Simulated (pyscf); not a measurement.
`[SH][Ga]([Cl])[Cl]` + `[H]` [doublet] → `[SH2]` + `[Cl][Ga][Cl]` [doublet] (substitution at S; doublet surface; Ga–S broken, H–S formed). Structures and frequencies: ωB97X-D3(BJ)/def2-SVP in PySCF. Energies in kcal/mol from the separated reactants.

```csv
level,barrier,reaction energy
PBE/def2-TZVP,-2.8,-13.4
r²SCAN/def2-TZVP,-2.8,-11.8
B3LYP-D3(BJ)/def2-TZVP,-1.7,-15.3
M06-2X/def2-TZVP,4.5,-11.3
ωB97M-D3(BJ)/def2-TZVP,4.4,-13.0
HF/def2-TZVP,15.3,-9.0
```

On the product side the descent ends in an adduct with a Ga–S contact, 13.1 kcal/mol under the separated species and 25.4 kcal/mol under the saddle at ωB97X-D3(BJ)/def2-TZVP. At PBE, r²SCAN, B3LYP-D3(BJ) this geometry lies under the reactants; that is no barrier but a single point on another level's saddle; such a level's own saddle, if it has one, lies nearer that side and is low. What is counted as broken (Ga–S) persists as a longer contact in the product adduct; parting that adduct is a step of its own. This is the saddle that the search found; another between the same sides may lie lower. The angle at the attacked S is 153°. Elements up to Kr have no core potential and no relativistic terms here.
